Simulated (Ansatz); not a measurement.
Species: C₂H₂, SMILES `C#C` (charge 0, multiplicity 1).

Q: Give a relaxed geometry from Ansatz (a first-principles code) with PBE-D3(BJ)/def2-TZVP.

A: the end point of this relaxation (outside a Z-matrix the atoms follow the SMILES, hydrogens last).
Bonds (Å): C1–C2 1.208, C1–H3 1.071, C2–H4 1.071. Angles (°): C2–C1–H3 180.0, C1–C2–H4 180.0.
